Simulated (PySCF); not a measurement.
Molecule: SMILES C=C(C)CF, C₄H₇F.

Bonds (- single, = double, # triple, : aromatic): C1=C2, C2-C3, C2-C4, C4-F5. C1 carries H6, H7; C3 carries H8, H9, H10; C4 carries H11, H12. H7 is cis to C3; H6 is trans to C3.

Coordinates of the point at 0° (Å):
```xyz
12

C     0.207    1.368   -0.637
C     0.067    0.170   -0.092
C     1.180   -0.819    0.032
C    -1.273   -0.267    0.448
F    -1.232   -1.533    0.975
H    -0.615    2.059   -0.712
H     1.152    1.701   -1.029
H     1.338   -1.073    1.080
H     0.920   -1.739   -0.489
H     2.101   -0.419   -0.383
H    -1.608    0.396    1.256
H    -2.031   -0.283   -0.343
```

The dihedral C3–C2–C4–F5 is held at the listed angle and the rest relaxed with GFN2-xTB; GIAO PBE0/pcSseg-1 (PySCF, gas phase, non-relativistic), single atoms without averaging; energies are PBE0/pcSseg-1 single points on these structures.

Scale: ¹³C and ¹H against TMS; CFCl3 for ¹⁹F (reference shieldings calculated alike).

Question: How do the shifts follow the torsion?

Answer: 
```csv
angle (°),E rel. (kcal/mol),C1,C2,F5,H6,H8,H9,H11,H12
0,2.2,110.8,155.2,-261.3,4.83,2.19,2.20,5.47,5.47
30,0.9,114.1,154.3,-254.4,5.01,2.38,1.92,5.23,5.35
60,0.3,121.6,151.8,-242.7,5.33,2.47,1.79,5.00,5.03
90,2.2,126.7,150.8,-231.3,5.58,2.43,1.87,5.03,4.78
120,3.3,125.0,151.3,-231.1,5.69,2.17,1.84,5.19,4.69
150,1.5,118.3,150.1,-245.4,5.63,1.88,1.59,5.21,4.85
180,0.0,114.8,148.8,-255.2,5.53,1.60,1.60,5.08,5.08
210,1.5,118.4,150.1,-245.3,5.63,1.59,1.87,4.84,5.20
240,3.3,125.0,151.3,-231.1,5.69,1.85,2.17,4.69,5.20
270,2.2,126.7,150.7,-231.3,5.58,1.87,2.43,4.77,5.03
300,0.3,121.6,151.8,-242.4,5.34,1.79,2.49,5.03,5.00
330,0.9,114.1,154.3,-254.4,5.01,1.93,2.38,5.35,5.24
```

Question: Weight the points by Boltzmann factors at 298 K (these energies, one coordinate only). How far do the averages lie from the lowest point?

Answer: C1 117.9 (lowest point 114.8), C2 151.1 (lowest point 148.8), F5 -248.8 (lowest point -255.2), H6 5.37 (lowest point 5.53), H8 1.93 (lowest point 1.60), H9 1.93 (lowest point 1.60), H11 5.08 (lowest point 5.08), H12 5.08 (lowest point 5.08) ppm. The lowest point, 180°, carries 35 % of the weight. A 30° grid can miss a minimum, and energy differences under about 1 kcal/mol are within the error of this level. Unscaled 19F shifts carry errors that often reach 10 to 50 ppm.
